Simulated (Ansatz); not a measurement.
A geometry relaxed with r2SCAN-D4/def2-SVP run with Ansatz (a program for electronic structure), charge 0, multiplicity 2:

```xyz
2

O      0.4892     0.0000     0.0000
H     -0.4892     0.0000     0.0000
```

**Question.** Write the SMILES of this molecule.

**Answer.** `[OH]`
